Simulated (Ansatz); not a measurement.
A nudged elastic band was laid between two geometries of C3H7NS (12 atoms, charge 0, multiplicity 1).

Level of theory: RKS B3LYP/def2-SVP (Ansatz 0.2.0).

```
movable images  : 7
climbing image  : yes
spring          : 5.0 eV/Å²
optimiser       : quadratic models (default)
start path      : IDPP
force threshold : 0.03 eV/Å
iteration limit : 60
end points      : relaxed
```

Initial state:

```xyz
12
Properties=species:S:1:pos:R:3
N -1.683 -0.375 0.458
C -0.310 -0.770 0.343
C 0.775 0.104 0.887
C 0.709 -0.133 -0.611
S 0.129 1.161 -1.723
H -1.782 0.629 0.309
H -2.244 -0.831 -0.263
H -0.177 -1.849 0.480
H 0.481 1.095 1.246
H 1.602 -0.348 1.442
H 1.462 -0.798 -1.046
H 1.115 2.060 -1.488
```

Final state:

```xyz
12
Properties=species:S:1:pos:R:3
N -1.662 -0.168 0.192
C -0.318 -0.656 0.315
C 0.711 0.260 0.929
C 0.753 -0.031 -0.552
S 0.240 1.208 -1.766
H -2.159 -0.232 1.080
H -2.189 -0.712 -0.491
H -0.169 -1.731 0.507
H 0.362 1.255 1.217
H 1.485 -0.173 1.571
H 1.529 -0.711 -0.915
H 1.494 1.636 -2.051
```

What changes between the two ends?

No bond is made or broken. The height of N1 over the plane of its neighbours goes from 0.38 to -0.37 Å.

What energy profile does the band end with?

The forces met the threshold. The highest image is number 4 of 0 to 8, 16.7 kJ/mol above the first end and 14.5 kJ/mol above the last; the last end lies 2.2 kJ/mol above the first. A vibrational analysis at the climbing image gives one clearly imaginary mode, 591i cm⁻¹: a first-order saddle point.

| image | path coordinate (Å) | energy (kJ/mol) | height of N1 over the plane of its neighbours (Å) |
| --- | --- | --- | --- |
| 0 | 0.00 | 0.0 | 0.38 |
| 1 | 0.30 | 0.8 | 0.37 |
| 2 | 0.61 | 3.1 | 0.35 |
| 3 | 0.91 | 7.8 | 0.28 |
| 4 | 1.22 | 16.7 | 0.01 |
| 5 | 1.42 | 11.3 | -0.19 |
| 6 | 1.61 | 4.7 | -0.32 |
| 7 | 1.81 | 2.6 | -0.36 |
| 8 | 2.00 | 2.2 | -0.37 |

What is the geometry of the highest image?


```xyz
12
Properties=species:S:1:pos:R:3:forces:R:3
N -1.661 -0.321 0.263 0.01 0.00 0.00
C -0.314 -0.732 0.326 -0.01 -0.01 0.00
C 0.713 0.202 0.906 0.00 0.00 0.00
C 0.759 -0.113 -0.570 0.00 0.00 0.01
S 0.216 1.097 -1.792 0.00 0.01 0.00
H -2.046 0.309 0.948 0.00 0.00 0.00
H -2.265 -0.636 -0.481 0.00 0.00 0.00
H -0.133 -1.801 0.531 0.00 0.00 0.00
H 0.371 1.204 1.178 0.00 0.00 0.00
H 1.492 -0.211 1.554 0.00 0.00 0.00
H 1.542 -0.793 -0.921 0.00 0.00 0.00
H 1.403 1.739 -1.908 0.00 0.00 0.00
```

What are the harmonic wavenumbers there?

591i, 123, 203, 230, 292, 429, 503, 672, 789, 840, 861, 965, 1015, 1058, 1066, 1106, 1144, 1198, 1281, 1307, 1402, 1467, 1587, 2650, 3041, 3119, 3149, 3215, 3628, 3752 cm⁻¹.

Time of the run: 2.3 min on 2 threads of Arm Neoverse V2 (shared host), peak memory 0.26 GiB.
